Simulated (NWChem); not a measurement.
# CH3O cation; SMILES C=[OH+]

```xyz
5

C     -0.0085     0.6221     0.0000
O     -0.1175    -0.6266     0.0000
H     -0.9634     1.1894     0.0000
H      0.9811     1.1312     0.0000
H      0.7396    -1.1363     0.0000
```
Atoms are numbered in this order, from 1.

Results from NWChem. Pople sets run with spherical d functions. Coordinates come from a PBE-D3(BJ)/def2-SVP optimisation. Atomic charges in e: unrestrained fits to the electrostatic potential beside Mulliken populations; buried atoms are poorly determined by the fit.

For level B3LYP/def2-SVP:

```yaml
ESP O2: -0.24
Mulliken O2: 0.03
```

### Question
What are these values for level Hartree-Fock/6-31G*?

### Answer
The ESP O2 comes out as -0.36 and the Mulliken O2 is -0.48.
